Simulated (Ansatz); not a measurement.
## H₃Ge–GeH, triplet in cc-pVDZ: errors against UCCSDT(Q)

Geometry: displaced at random from a stationary point.

```xyz
6

Ge    0.0814   -0.0250    1.1854
Ge   -0.0835    0.0471   -1.2254
H     1.2487   -0.7683    1.7150
H     0.0763    1.3511    1.6935
H    -1.2823   -0.8427    1.6303
H     0.1067   -1.3290   -2.1585
```

Basis cc-pVDZ; Ansatz 0.2.0. Only valence electrons are correlated (noble-gas cores and the filled d shells of p-block atoms frozen), which leaves 12 electrons in 46 orbitals. Prefix R: restricted or restricted open-shell reference; prefix U: unrestricted. No spin–orbit coupling is included, and no scalar relativity.

Full CI isn't at hand for all of this; UCCSDT(Q) serves as the reference, and is uncertain by the last step of the cluster series or more. The frozen core follows each run's orbitals, which can shift R against U totals by a few meV for light atoms and by up to 0.1 eV past Ca.

```
UHF ⟨S²⟩                          : 2.010
T1 diagnostic (RCCSD)             : 0.0189
largest doubles amplitude (RCCSD) : 0.046
T1 diagnostic (UCCSD)             : 0.0149
```

| level | E − E(UHF) (eV) |
| --- | --- |
| UMP2 | -4.4421 |
| UCCSD | -5.5734 |
| UCCSD(T) | -5.7135 |

Estimate how far UCCSDT(Q) in cc-pVDZ lies from UCCSD(T). The table doesn't fix it; the size of (T) and the diagnostics are the guide.

UCCSDT(Q) in cc-pVDZ lies 1.39 mEh below UCCSD(T), which is 27 % of the (T) step (-5.15 mEh). The diagnostics give no warning, yet the rest is a sizeable part of (T).

The other levels:

```json
{"level": "UCCSDT", "E − E(UCCSDT(Q)) (mEh)": "0.20", "wall time": "–"}
```

Run but not shown, since their state, orbitals or frozen core can't be matched to the reference's or they repeat it: RHF, RMP2, CISD, RCCSD, RCCSD(T), BCCD(T), RCCSDT, RCCSDT(Q).
